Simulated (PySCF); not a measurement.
# Phosphorus: a sound run and one with changed settings

Sound run: P [Ne] 3s2 3p3, P+ [Ne] 3s2 3p2. Computed with PySCF 2.14 in cc-pV(D+d)Z (4s3p2d, 23 functions), with the non-relativistic Hamiltonian (point nucleus). In the sound run the correlated levels freeze [Ne]. The sound run starts from symmetry-adapted Hartree-Fock orbitals and uses a fine grid where one is needed.

Changed run: the spin-free X2C one-electron Hamiltonian (Gaussian nucleus). This setting is unsound on purpose.

| species | method | sound run (hartree) | changed run (hartree) | converged |
| --- | --- | --- | --- | --- |
| P | UHF | -340.70905 | -341.43839 | yes |
| P | LDA | -339.98225 | -340.71060 | yes |
| P | r2SCAN | -341.23484 | -341.96369 | yes |
| P | MP2 | -340.77357 | -341.50294 | yes |
| P | CCSD(T) | -340.79336 | -341.52269 | yes |
| P+ | UHF | -340.34417 | -341.07395 | yes |
| P+ | LDA | -339.59459 | -340.32346 | yes |
| P+ | r2SCAN | -340.84371 | -341.57303 | yes |
| P+ | MP2 | -340.39448 | -341.12426 | yes |
| P+ | CCSD(T) | -340.41703 | -341.14673 | yes |

Ionisation energy of P:

```csv
method,sound run (eV),changed run (eV)
UHF,9.929,9.917
LDA,10.549,10.535
r2SCAN,10.643,10.630
MP2,10.316,10.304
SCS-MP2,10.174,10.162
CCSD,10.236,10.226
CCSD(T),10.240,10.230
```

Most of the change in total energy is the relativistic energy itself. On top of that the contraction fixes the core shape for the Hamiltonian it was made with, so the changed run is not a good calculation with the other Hamiltonian either.

For comparison, NIST gives 10.487 eV between the lowest levels.
